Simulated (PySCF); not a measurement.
Worked example: the step energy

An elementary step of SiNH₇O, singlet (SiH₄O ([OH][SiH3]) + NH₃ → SiNH₅O ([NH2][SiH2][OH]) + H₂; Si–H, H–N broken or loosened, Si–N, H–H formed or tightened). “Start” and “end” are the PBE0-D4/def2-TZVP structures reached by relaxing down either side of its saddle point, with the molecules still in contact.

Program: PySCF 2.14 with density fitting (its default auxiliary sets; JK sets also for MP2 and CCSD(T)). Basis: def2-TZVPP and def2-QZVPP. Cores are frozen in the correlated methods.

Energies in eV:

| quantity | end | start |
| --- | --- | --- |
| Hartree–Fock, triple zeta (X = 3) | -11495.28728 | -11494.93276 |
| Hartree–Fock, quadruple zeta (X = 4) | -11495.74615 | -11495.37302 |
| MP2 correlation, X = 3 | -16.80078 | -16.77580 |
| MP2 correlation, X = 4 | -18.04905 | -18.00727 |
| CCSD(T) correlation, X = 3 | -18.33686 | -18.37305 |

Task: Work out the step energy at the basis limit: extrapolate Hartree–Fock as E(X) = E∞ + A exp(−7.88 √X) and the MP2 correlation as E(X) = E∞ + B X^−2.97 (the exponents that Neese and Valeev fitted for def2-TZVPP and QZVPP), then add CCSD(T) − MP2 in triple zeta.

Result: Each step is linear, so take the differences first (end − start): Hartree–Fock -0.35452 (X = 3) and -0.37313 (X = 4); MP2 correlation -0.02498 and -0.04178; CCSD(T) correlation 0.03619.
Two points give E∞ = E(4) + w [E(4) − E(3)], with w = 1/(exp(7.88 (2 − √3)) − 1) = 0.1377 for Hartree–Fock and w = 1/((4/3)^2.97 − 1) = 0.7407 for the correlation.
Hartree–Fock: -0.37313 + 0.1377 × (-0.01861) = -0.3757 eV.
MP2 correlation: -0.04178 + 0.7407 × (-0.01680) = -0.0542 eV.
CCSD(T) − MP2: 0.03619 − (-0.02498) = 0.0612 eV.
Sum: -0.3757 + (-0.0542) + 0.0612 = -0.3687 eV, or -8.50 kcal/mol. Plain CCSD(T) in triple zeta gives -0.3183 eV, so the larger basis shifts the result by -0.0504 eV.

T1 diagnostic: at most 0.012.

Labels in which every atom is bracketed show which atoms are joined, not bond orders.

For scale, one of the runs: CCSD(T)/def2-TZVPP, 202 basis functions, launched by `OMP_NUM_THREADS=4 python run.py`. Hardware: 4 CPU threads of an Intel Xeon 6975P-C, shared host. Wall time 2.3 min; peak host memory 2.5 GiB.
